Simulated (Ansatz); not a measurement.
Stepwise reaction of `[SiH3]P[SiH3]` with water, as a gas-phase model of exchange steps in deposition or etching. ΔE in kJ/mol; ΔG adds harmonic PBE0-D4 terms to CCSD(T)/CBS, at 1 bar.

Gas-phase electronic energies from Ansatz, PBE0-D4/def2-TZVP geometries. CCSD(T)/CBS adds triple-zeta CCSD(T) − MP2 to the extrapolated MP2 energy (def2 sets, frozen cores). This one scheme is used for every species. Functionals use def2-TZVPP. B3LYP here is the variant with VWN-RPA as its local correlation; programs differ in this. Each species was taken in one conformer, which may not be the lowest.

```json
{"step": "1", "reaction": "`[SiH3]P[SiH3]` + H₂O → `OP[SiH3]` + SiH₄", "PBE-D4": "63.4", "B3LYP-D4": "49.3", "ωB97M-V": "51.1", "CCSD(T)/CBS": "61.8", "ΔG(500 K)": "63.7"}
```

**Question.** Give the row of step 2, `OP[SiH3]` + H₂O → `OPO` + SiH₄. (Best estimate.)

**Answer.** The calculation gave: 
| step | reaction | PBE-D4 | B3LYP-D4 | ωB97M-V | CCSD(T)/CBS | ΔG(500 K) |
| --- | --- | --- | --- | --- | --- | --- |
| 2 | `OP[SiH3]` + H₂O → `OPO` + SiH₄ | -22.3 | -35.0 | -40.3 | -30.0 | -23.5 |

**Question.** By hand: ΔE of the 2 steps together at CCSD(T)/CBS.

**Answer.** (61.8) + (-30.0) = 31.8 kJ/mol, or 15.9 kJ/mol a step.

In ΔE each step is lower than the one before. ΔG lies between -23.5 and 63.7 kJ/mol a step. PBE-D4 differs from CCSD(T)/CBS by 1.6 to 7.7 kJ/mol a step. Isolated molecules leave out the surface, adducts and barriers. Largest T1 diagnostic: 0.013.
